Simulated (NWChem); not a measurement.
System: hydrogen isocyanide (CHN); SMILES [C-]#[NH+]

NWChem input:

```
start job
memory heap 200 mb stack 900 mb global 1100 mb
geometry units angstroms noautoz
  C      0.000000     0.000000     0.743906
  N      0.000000     0.000000    -0.427560
  H      0.000000     0.000000    -1.431131
end
basis spherical
  * library def2-tzvpd
end
dft
  xc becke88 lyp
  iterations 150
  mulliken
end
task dft energy
```

Coordinates come from a PBE0/def2-SVP optimisation.

**Question.** Give the results of this calculation. (BLYP/def2-TZVPD.) Quantities: energy (Ha); highest occupied level (eV); orbital gap (eV); dipole (D).

**Answer.** 
| Item | Result |
|---|---|
| energy (Ha) | -93.42 |
| highest occupied level (eV) | -7.54 |
| orbital gap (eV) | 6.70 |
| dipole (D) | 3.08 |
